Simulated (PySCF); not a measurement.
**Constants of BF⁺, step by step**

State: ²Σ⁺, doublet, unpaired electrons σ ↑. De refers to B⁺ + F. ROHF-based CCSD(T) in PySCF 2.14 with B cc-pVTZ, F cc-pVTZ and B cc-pVQZ, F cc-pVQZ (frozen core orbitals: 2; no relativity). Correlation energies are extrapolated as n⁻³ (n = 3, 4), Hartree–Fock as (n+1)·exp(−9√n). CV is the change on freezing 0 orbitals instead, in B cc-pwCVTZ, F cc-pwCVTZ. SR is the spin-free X2C energy in B cc-pVTZ-DK, F cc-pVTZ-DK less the non-relativistic one in B cc-pVTZ, F cc-pVTZ.

```csv
Level,Re (Å),ωe (cm⁻¹),ωexe (cm⁻¹),αe (cm⁻¹),De (eV)
CCSD(T)/TZ,1.2179,1691.3,10.7,0.0159,4.896
CCSD(T)/QZ,1.2131,1698.0,10.9,0.0162,4.993
HF/CBS,1.1949,1799.2,10.3,0.0155,4.344
MP2/CBS,1.2121,1708.6,10.3,0.0157,5.747
CCSD/CBS,1.2069,1730.1,10.8,0.0160,4.856
CCSD(T)/CBS,1.2114,1702.3,11.0,0.0163,5.034
CCSD(T)/CBS+CV,1.2086,1710.2,11.0,0.0163,5.089
CCSD(T)/CBS+CV+SR,1.2085,1709.3,11.0,0.0163,5.080
```

Q: How much is left between CCSD(T)/QZ and the basis-set limit, and how much do the triples give at the limit?

A: CCSD(T)/CBS less CCSD(T)/QZ: -1.7 mÅ in Re, +4.3 cm⁻¹ in ωe and +0.041 eV in De. CCSD(T)/CBS less CCSD/CBS: +4.5 mÅ in Re, -27.8 cm⁻¹ in ωe and +0.178 eV in De.

Q: What do the later terms add?

A: CV: -2.8 mÅ in Re, +7.9 cm⁻¹ in ωe and +0.055 eV in De; SR: -0.1 mÅ in Re, -0.9 cm⁻¹ in ωe and -0.009 eV in De, each against the row above.

The T1 diagnostic is 0.022. The state was picked by a PBE0 search and need not be the measured ground state. Spin–orbit coupling, excitations beyond (T) and corrections to the Born–Oppenheimer picture are left out.

The whole job (state search and all basis sets along the bond) took about 9.3 min on 4 threads of Arm Neoverse V1 (shared host), peak memory 7.3 GiB.
